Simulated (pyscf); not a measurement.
Single points on ωB97X-D3(BJ)/def2-SVP structures (PySCF, gas phase).

Task: For the elementary gas-phase step `[SiH3][Cl]` + `[ClH]` → `[Cl][SiH2][Cl]` + `[H][H]` (singlet surface; H–Si, Cl–H broken, Cl–Si, H–H formed), what barrier and reaction energy does ωB97M-D3(BJ)/def2-TZVP give, measured from the separated reactants?

Result: ΔE‡ = 32.7 kcal/mol, ΔE = -18.6 kcal/mol. Zero-point energy shifts the barrier by +0.9 kcal/mol. It is a four-centre exchange, with an imaginary mode of 870i cm⁻¹. This is the saddle that the search found; another between the same sides may lie lower.
